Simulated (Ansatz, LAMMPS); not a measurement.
# bcc Ta: properties by level of theory

Reference values: lattice constant a 3.299 Å (measured, static lattice: zero-point anharmonic expansion removed; as tabulated in Mejia-Rodriguez and Trickey (2018), arXiv:1807.09216); bulk modulus 198 GPa (measured, corrected for temperature and zero-point phonon effects, our sources range from 194 to 203; as tabulated in Levämäki et al. (2014), arXiv:1402.3671).

| level (code) | equilibrium lattice constant a (Å) | bulk modulus B0 (GPa) |
|---|---|---|
| MEAM library.meam-Ta (LAMMPS) | 3.303 | 191 |
| revPBE (Ansatz) | 3.333 | 188 |
| PBE-D4 (Ansatz) | 3.304 | 200 |
| r²SCAN (Ansatz) | 3.305 | 201 |
| HSE06 (Ansatz) | 3.306 | 198 |

Differences from the reference values (errors of the level alone only where the reference is corrected to a static lattice):

```
level                 lattice constant a (%)  bulk modulus (%)
--------------------  ----------------------  ----------------
MEAM library.meam-Ta                   +0.12              -3.5
revPBE                                 +1.03              -5.1
PBE-D4                                 +0.15              +1.0
r²SCAN                                 +0.18              +1.5
HSE06                                  +0.21               0.0
```

Nearest: lattice constant a, MEAM library.meam-Ta or PBE-D4 or r²SCAN or HSE06; bulk modulus, HSE06 or PBE-D4 or r²SCAN.

Empirical potentials (MEAM library.meam-Ta) are fitted to chosen data: where that held the value shown, agreement is built in, and what lay outside the fit can be far off.

Ansatz's density-functional and Hartree–Fock values are scalar-relativistic unless marked +SOC, with PAW data made under PBE.

Differences are worked out from the printed values.

Ansatz is an electronic-structure program.
